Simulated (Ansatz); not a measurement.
# [H···H···SiH₂], singlet: transfer scan

Starting geometry:

```yaml
atoms:
  - { symbol: H, position_ang: [-2.7095, 0.0549, 0.0000] }
  - { symbol: H, position_ang: [-1.9645, 0.0549, 0.0000] }
  - { symbol: Si, position_ang: [0.1155, 0.0549, 0.0000] }
  - { symbol: H, position_ang: [0.7277, -0.8194, 1.0900] }
  - { symbol: H, position_ang: [0.7277, -0.8194, -1.0900] }
```

From there H2 is moved from one fragment to the other while all else, the fragments' distance too, stays fixed; atoms are numbered as listed. Energies are in eV, counted from the starting geometry at the same level.

Basis cc-pVDZ; Ansatz 0.2.0. Correlated methods freeze the noble-gas cores. Prefix R: restricted or restricted open-shell reference.

Full CI isn't at hand for all of this; RCCSDTQ serves as the reference, and is uncertain by about the last step of the cluster series.

```
distance H1-H2 (Å)    RHF
             0.745  0.000
             0.836  0.174
             1.019  0.960
             1.202  1.885
```

Problem. Estimate the RCCSDTQ curve in cc-pVDZ from this one, knowing how RHF errs.

Solution. The computed RCCSDTQ values, in eV from the starting point, and the error of RHF against them:
```
distance H1-H2 (Å)  RCCSDTQ  RHF less RCCSDTQ
             0.745    0.000             0.000
             0.836    0.092             0.082
             1.019    0.620             0.340
             1.202    1.064             0.822
```

The error spans 0.822 eV and is largest, 0.822 eV, at 1.202 Å.
